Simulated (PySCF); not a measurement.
Gas-phase reaction: 2 H3SiPH2 ⇌ P2 + 2 H + 2 SiH4

Computed with PySCF and rigid-rotor harmonic-oscillator thermochemistry at 1 bar. † marks an energy on the PBE0/def2-TZVP geometry and frequencies; other levels use their own. MP2 and CCSD(T) freeze the core. 6-31G* has spherical d functions here. Open shells (unrestricted): H (multiplicity 2); the rest are closed-shell singlets. B3LYP is the form with VWN-RPA correlation. MP2 isn't extrapolated to the basis-set limit; its ΔH°(298 K) is 497.7 kJ in def2-SVP and 541.4 kJ in def2-TZVPP. CCSD(T) isn't extrapolated to the basis-set limit; its ΔH°(298 K) is 525.8 kJ in def2-SVP and 571.8 kJ in def2-TZVPP. The harmonic model lacks anharmonicity and excited electronic states, which grow with temperature; levels with a mode under 35 cm⁻¹ are left out. Internal rotation in H3SiPH2 is treated as a harmonic vibration of one conformer, which makes the entropy rough.

| level | ΔE electronic, kJ | ΔH°(298 K), kJ | ΔS°(298 K), J/K | ΔG°(1600 K), kJ |
|---|---|---|---|---|
| B3LYP/6-31G* | 611 | 571 | 298 | 89 |
| BLYP/def2-TZVP† | 586 | 547 | 297 | 68 |
| CCSD(T)/def2-SVP† | 565 | 526 | 297 | 46 |
| MP2/def2-SVP† | 537 | 498 | 297 | 18 |
| PBE/def2-SVP | 620 | 582 | 296 | 105 |
| PBE0/def2-QZVP† | 645 | 606 | 297 | 127 |
| PBE0/def2-SVP† | 640 | 601 | 297 | 121 |
| ωB97M-V/def2-TZVP† | 637 | 598 | 297 | 119 |
ΔH° is lowest at MP2/def2-SVP† and highest at PBE0/def2-QZVP†. No reference value is set beside these.
